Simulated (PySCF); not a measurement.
N₂O.

```xyz
3

N      0.0000     0.0000    -1.1894
N      0.0000     0.0000    -0.0713
O      0.0000     0.0000     1.1031
```
Charge 0, spin multiplicity 1.

Coordinates come from a PBE0-D3(BJ)/def2-TZVP optimisation.

Method: HF/pcSseg-2 (PySCF). Non-relativistic, no solvent.

Computed absolute GIAO shielding of each atom: isotropic value and principal components (ppm):
```tsv
atom	σ(iso)	σ11	σ22	σ33	span
N1	73.5	-61.2	-61.2	342.7	403.9
N2	-25.5	-213.4	-213.4	350.2	563.5
O3	192.9	80.3	80.3	418.1	337.8
```
